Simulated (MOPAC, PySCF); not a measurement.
C$_{4}$H$_{10}$, SMILES `CCCC` (C–C–C–C torsion 180°), neutral singlet in the gas phase. 

Z-matrix (Å, degrees):
```
C
H 1 1.0952
H 1 1.0952 2 106.04
C 1 1.5258 2 109.60 3 -118.22
H 4 1.0915 1 111.57 2 57.99
H 4 1.0928 5 107.74 1 122.14
H 4 1.0928 5 107.74 6 115.73
C 1 1.5272 2 109.09 3 117.37
H 8 1.0952 1 109.09 2 64.58
H 8 1.0952 9 106.04 1 -117.37
C 8 1.5258 9 109.60 10 -118.22
H 11 1.0915 8 111.57 9 57.99
H 11 1.0928 12 107.74 8 -122.14
H 11 1.0928 12 107.74 13 -115.73
```
Charge 0, multiplicity 1.

All levels are single points at this geometry (B3LYP-D3(BJ)/def2-TZVP); Pople sets use spherical d functions. Orbital energies aren't observables, and empty levels follow the basis.

```json
[
 {"level": "B3LYP-D3(BJ)/def2-TZVP in PySCF", "HOMO (eV)": "-8.83", "LUMO (eV)": "0.94", "gap (eV)": "9.77", "dipole (D)": "0.00", "vertical IE, Delta-SCF (eV)": "–"},
 {"level": "PBE-D3(BJ)/def2-TZVP in PySCF", "HOMO (eV)": "-7.59", "LUMO (eV)": "0.49", "gap (eV)": "8.08", "dipole (D)": "0.00", "vertical IE, Delta-SCF (eV)": "–"},
 {"level": "B3LYP/6-311+G** in PySCF", "HOMO (eV)": "-8.84", "LUMO (eV)": "0.25", "gap (eV)": "9.09", "dipole (D)": "0.00", "vertical IE, Delta-SCF (eV)": "–"},
 {"level": "B3LYP/6-31G* in PySCF", "HOMO (eV)": "-8.65", "LUMO (eV)": "2.60", "gap (eV)": "11.25", "dipole (D)": "0.00", "vertical IE, Delta-SCF (eV)": "11.11"},
 {"level": "BP86/6-31G* in PySCF", "HOMO (eV)": "-7.54", "LUMO (eV)": "1.96", "gap (eV)": "9.51", "dipole (D)": "0.00", "vertical IE, Delta-SCF (eV)": "–"},
 {"level": "M06-2X/6-31G* in PySCF", "HOMO (eV)": "-10.22", "LUMO (eV)": "3.73", "gap (eV)": "13.94", "dipole (D)": "0.00", "vertical IE, Delta-SCF (eV)": "–"},
 {"level": "SVWN5/6-31G* in PySCF", "HOMO (eV)": "-7.38", "LUMO (eV)": "1.78", "gap (eV)": "9.16", "dipole (D)": "0.00", "vertical IE, Delta-SCF (eV)": "–"},
 {"level": "HF/3-21G in PySCF", "HOMO (eV)": "-12.34", "LUMO (eV)": "7.21", "gap (eV)": "19.55", "dipole (D)": "0.00", "vertical IE, Delta-SCF (eV)": "–"},
 {"level": "HF/6-31G* in PySCF", "HOMO (eV)": "-12.42", "LUMO (eV)": "6.32", "gap (eV)": "18.73", "dipole (D)": "0.00", "vertical IE, Delta-SCF (eV)": "10.90"},
 {"level": "HF/STO-3G in PySCF", "HOMO (eV)": "-11.41", "LUMO (eV)": "16.29", "gap (eV)": "27.70", "dipole (D)": "0.00", "vertical IE, Delta-SCF (eV)": "–"},
 {"level": "AM1 in MOPAC", "HOMO (eV)": "-11.27", "LUMO (eV)": "3.87", "gap (eV)": "15.14", "dipole (D)": "0.00", "vertical IE, Delta-SCF (eV)": "–"},
 {"level": "PM3 in MOPAC", "HOMO (eV)": "-11.41", "LUMO (eV)": "3.47", "gap (eV)": "14.88", "dipole (D)": "0.00", "vertical IE, Delta-SCF (eV)": "–"},
 {"level": "PM7 in MOPAC", "HOMO (eV)": "-11.18", "LUMO (eV)": "4.14", "gap (eV)": "15.32", "dipole (D)": "0.00", "vertical IE, Delta-SCF (eV)": "–"}
]
```
